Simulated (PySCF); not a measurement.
CS₂, SMILES S=C=S (B3LYP/def2-SVP optimised geometry):

```
3

S     -1.562     0.000     0.000
C      0.000     0.000     0.000
S      1.562     0.000     0.000
```

Level of theory: B3LYP/def2-TZVP (PySCF 2.14.0).

Question: What are the frontier orbital energies and the dipole moment?

Answer: HOMO-2 -10.66 eV, HOMO-1 -7.59 eV, HOMO -7.59 eV, LUMO -2.21 eV, LUMO+1 -2.21 eV; dipole moment 0.00 D.

On the same geometry PBE/def2-TZVP run with PySCF gives HOMO-2 -9.55 eV, HOMO-1 -6.78 eV, HOMO -6.78 eV, LUMO -2.82 eV, LUMO+1 -2.82 eV; dipole moment 0.00 D.

Meta-Löwdin charges at B3LYP/def2-TZVP: S1 0.09, C2 -0.17, S3 0.09.
